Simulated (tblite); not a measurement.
C₄H₁₂P₂.
SMILES with atom numbers: `[CH3:1][CH:2]([CH3:3])[P:4]([CH3:5])[PH2:6]` (hydrogens: H7, H8, H9 on C1; H10 on C2; H11, H12, H13 on C3; H14, H15, H16 on C5; H17, H18 on P6)

Cartesian coordinates in Å at the GFN2-xTB level; atoms count from 1:
```xyz
18
C4H12P2 angstrom
C     -1.564    1.206   -0.216
C     -0.755   -0.023    0.185
C     -1.501   -1.300   -0.182
P      0.917    0.013   -0.681
C      1.814   -1.214    0.386
P      1.697    1.808    0.274
H     -2.555    1.171    0.233
H     -1.677    1.250   -1.299
H     -1.068    2.118    0.117
H     -0.580   -0.001    1.268
H     -2.481   -1.314    0.294
H     -1.641   -1.359   -1.260
H     -0.954   -2.183    0.142
H      1.452   -2.215    0.165
H      1.676   -0.999    1.445
H      2.876   -1.175    0.145
H      1.362    2.634   -0.794
H      2.974    1.589   -0.235
```

Calculated harmonic vibrations of the isolated species, GFN2-xTB (tblite), most abundant isotopes, no scaling. Against measured fundamentals such values can be off by several per cent, at times by over 20. Modes of hydrogen on phosphorus can be 10 to 20 % off. One conformer, not necessarily the lowest.

Harmonic wavenumbers (cm⁻¹): 49.6, 130.5, 151.7, 174.8, 191.5, 213.6, 218.4, 247.2, 290.8, 321.3, 414.2, 501.0, 640.7, 702.2, 743.6, 753.2, 873.3, 884.0, 931.2, 937.7, 981.5, 1049.2, 1131.7, 1132.3, 1165.0, 1239.0, 1290.1, 1316.8, 1403.9, 1416.3, 1440.0, 1457.5, 1486.4, 1491.6, 1497.3, 1502.7, 2264.7, 2328.4, 2885.9, 2988.1, 2991.5, 3002.8, 3009.3, 3012.2, 3014.8, 3018.0, 3024.7, 3032.6.

A = 2938, B = 1722, C = 1219 MHz; mass 122.041 u (most abundant isotopes); point group C1, symmetry number 1.

**Question.** Zero-point energy?

**Answer.** ½Σν̃ = 32472 cm⁻¹ = 388.46 kJ/mol.

**Question.** Entropy at 500 K, 1 bar (ideal gas, RRHO, classical rotation)?

**Answer.** Translation 179.52, rotation 125.05, vibration 193.14: S = 497.7 J/(mol K).

**Question.** And Cp and H(500 K) − H(0)?

**Answer.** Cp = 219.97 J/(mol K), of which vibrations give 186.71 (their classical limit is 48 R = 399.1); H(500 K) − H(0) = 66.55 kJ/mol without the zero-point energy, 49.92 from vibrations.

**Question.** What must be added to the electronic energy to get the Gibbs energy at 500 K and 1 bar?

**Answer.** ZPE + [H(500 K) − H(0)] − T·S = 388.46 + 66.55 − 248.85 = 206.16 kJ/mol.

**Question.** How do the functions run with temperature in this model?

**Answer.** 
```tsv
T (K)	S (J/(mol K))	Cp (J/(mol K))	H − H(0) (kJ/mol)	G − H(0) (kJ/mol)	ln q(vib)
50	236.4	49.5	1.95	-9.87	0.33
100	280.1	79.1	5.19	-22.82	1.26
298.15	401.9	153.7	28.57	-91.26	6.25
373.15	439.3	180.1	41.10	-122.82	8.13
750	598.8	278.8	129.37	-319.72	17.02
1000	684.9	319.2	204.42	-480.45	22.38
```

q(vib) and H(0) count from the zero-point level.

**Question.** Which modes carry the vibrational entropy at 500 K?

**Answer.** 49.6 cm⁻¹: 24.51; 130.5 cm⁻¹: 16.51; 151.7 cm⁻¹: 15.27; 174.8 cm⁻¹: 14.12; 191.5 cm⁻¹: 13.37; 213.6 cm⁻¹: 12.49 J/(mol K); the other 42 give 96.87 together.

Hindered rotation and anharmonicity are outside this model. Other conformers, if any are populated, would add a mixing term that is left out. The structure is chiral; the term R ln 2 for an equal mix with its mirror image is left out.

Time: 0.99 s. Hardware: one thread, Arm Neoverse N1 (aarch64), no GPU (shared host). This covers the Hessian and the dipole derivatives.
